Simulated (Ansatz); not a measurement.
Relaxation of C3H6O2 (11 atoms, charge 0, multiplicity 1), to a largest force component of 0.015 eV/Å in at most 40 steps.

All numbers below come from Ansatz, RKS PBE0/def2-SVP.

```xyz
11
Properties=species:S:1:pos:R:3
C -0.625 -0.008 1.671
C -0.337 -0.939 0.806
O 0.196 -0.840 -0.448
C 0.584 0.472 -0.928
O 1.090 0.346 -2.233
H -1.114 -0.201 2.618
H -0.504 1.093 1.455
H -0.447 -1.967 1.041
H -0.401 1.076 -0.965
H 1.236 0.969 -0.255
H 0.388 -0.057 -2.740
```

Where does it end, and by what steps?

The forces met the threshold. After 7 steps the energy has fallen by 0.326 eV; C4 moved furthest, 0.08 Å.

| step | energy less start (eV) | largest force component (eV/Å) | accepted |
| --- | --- | --- | --- |
| 0 | 0.0000 | 3.373 | yes |
| 1 | -0.2736 | 0.921 | yes |
| 2 | -0.3125 | 0.324 | yes |
| 3 | -0.3172 | 0.235 | yes |
| 4 | -0.3248 | 0.104 | yes |
| 5 | -0.3256 | 0.025 | yes |
| 6 | -0.3255 | 0.083 | no |
| 7 | -0.3260 | 0.011 | yes |

```xyz
11
Properties=species:S:1:pos:R:3
C -0.629 0.045 1.640
C -0.319 -0.936 0.784
O 0.235 -0.831 -0.433
C 0.506 0.461 -0.927
O 1.077 0.359 -2.166
H -1.074 -0.218 2.600
H -0.456 1.104 1.440
H -0.503 -1.987 1.030
H -0.443 1.041 -0.927
H 1.230 0.971 -0.266
H 0.442 -0.066 -2.754
```

Whether the end is a true minimum wasn't checked by a vibrational analysis.

Time of the run: 15 s on 2 threads of Intel(R) Xeon(R) Platinum 8488C (Sapphire Rapids), on a shared host, peak memory 0.22 GiB.
